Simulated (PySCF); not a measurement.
Proton affinity of N-methylmethanimine, site by site

Molecule: N-methylmethanimine, `C=NC` (C2H5N). Coordinates in Å; atoms count from 1 in this order:
```
C     1.2479   -0.1913    0.3546
N     0.1334   -0.7477    0.1570
C    -0.9791    0.0657   -0.2423
H     2.1125   -0.7984    0.6612
H     1.4175    0.8997    0.2357
H    -0.7432    1.1448   -0.3442
H    -1.3732   -0.3032   -1.2032
H    -1.7960   -0.0510    0.4883
```

These are calculated values, ωB97X-D3(BJ)/def2-TZVP in PySCF (grid level 2) at geometries from PBE0-D3(BJ)/def2-SVP. Zero-point and thermal terms (298.15 K, 1 bar) come from unscaled PBE0-D3(BJ)/def2-SVP harmonic frequencies, with soft modes damped to free rotors in the entropy.

```csv
site,product,PA / kcal/mol,GB / kcal/mol
N2 (imine nitrogen),C=[NH+]C,217.6,210.1
```

PA is −ΔH and GB is −ΔG of B + H⁺ → BH⁺ in the gas phase. Sites whose products fell apart, merged with another or lost in a GFN2-xTB screen aren't listed.

In chloroform the product from N2 is solvated 49.8 kcal/mol more strongly than the parent (electrostatics only).

In benzonitrile the product from N2 is solvated 60.4 kcal/mol more strongly than the parent (electrostatics only).

Proton affinity (−ΔH), Gas-phase basicity (−ΔG): the gap is larger than usual, and may come from another state, site, conformer or species, from the functional or basis, or from an outlying measurement.

Measured values (NIST Chemistry WebBook, evaluated or the median of agreeing entries): proton affinity (−ΔH) 885 kJ/mol (computed 910, difference 26); gas-phase basicity (−ΔG) 852 kJ/mol (computed 879, difference 27).

Hardware: 1 thread of Arm Neoverse N1, shared with other jobs. Command: `OMP_NUM_THREADS=1 python redox_run.py task.json out`. Structures, frequencies and single points: 2.9 min.

Differences come from unrounded values, so a last digit can differ from that of the printed terms.
